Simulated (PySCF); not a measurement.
One of the candidates below gave these computed data.

All candidates are C3H7NO.

- 13C NMR: chemical shifts (computed TMS as zero) by class: 172.3 (1 C), 26.2 (1 C), 23.7 (1 C) ppm [GIAO B97-2/pcSseg-2]
- Dipole: 3.86 D [B97-2/pcSseg-2]
- Rotational structure: rotational constants A, B, C: 10.014, 3.908, 2.914 GHz [PBE0-D3(BJ)/def2-TZVP]
- NMR, other nuclei: isotropic shieldings of nuclei other than C and H, by class: 146 (1 N), -75 (1 O) ppm [GIAO B97-2/pcSseg-2]
- 1H NMR: chemical shifts (computed TMS as zero) by class: 4.57 (1 H), 2.93 (3 H), 1.81 (3 H) ppm [GIAO B97-2/pcSseg-2]

The electronic properties come from PySCF, for the isolated species, density fitting. Levels stand in brackets. Isolated species at its PBE0-D3(BJ)/def2-TZVP geometry (one conformer only). Each NMR value is the plain mean over a class of atoms that symmetry, rotation or inversion makes alike.

Problem. Which candidate is it?
A. `CCC(N)=O` (propanamide)
B. `CN(C)C=O` (dimethylformamide)
C. `CNC(C)=O` (N-methylacetamide)

Solution. C. It is `CNC(C)=O`. Numbering: `[CH3:1][NH:2][C:3]([CH3:4])=[O:5]`. Its formula, C3H7NO, gives 1 degree of unsaturation: 0 rings and 1 π bond in the structure found. 3 carbons fall into 3 classes; from least to most shielded: amide carbonyl carbon [C3] (172.3 ppm), N-methyl carbon [C1] (26.2 ppm), methyl carbon next to a carbonyl [C4] (23.7 ppm). Hydrogen classes from least to most shielded: 1 H on an amide nitrogen, N2 (4.57 ppm), 3 H on an N-methyl carbon, C1 (2.93 ppm, a mean of values up to 2.2 ppm apart in this geometry), 3 H on a methyl carbon next to a carbonyl, C4 (1.81 ppm). The other shieldings belong to: 146 ppm, amide nitrogen [N2]; -75 ppm, amide oxygen [O5]. By its constants the optimised geometry is an asymmetric top.

The others, at the same levels:
- `CCC(N)=O` fails: its computed 13C shifts are 177.2 (1 C), 30.3 (1 C), 10.5 (1 C) ppm and 1H shifts are 4.80 (1 H), 4.61 (1 H), 2.15 (2 H), 1.05 (3 H) ppm.
- `CN(C)C=O` fails: its computed 13C shifts are 165.1 (1 C), 37.8 (1 C), 31.2 (1 C) ppm, 1H shifts are 8.11 (1 H), 2.88 (3 H), 2.83 (3 H) ppm and rotational constant A is 9.038 GHz (against 10.014 GHz).

Each candidate is one conformer, not necessarily the lowest. Dipoles, sizes and rotational constants follow the conformer. The torsions of the flexible species, by atom-mapped SMILES:
- `[CH3:1][NH:2][C:3]([CH3:4])=[O:5]`: C1–N2–C3–C4 180°
- `[CH3:1][CH2:2][C:3]([NH2:4])=[O:5]`: C1–C2–C3–N4 171°, H–N4–C3–C2 5°, H–N4–C3–C2 175°
- `[CH3:1][N:2]([CH3:3])[CH:4]=[O:5]`: C1–N2–C4–O5 179°
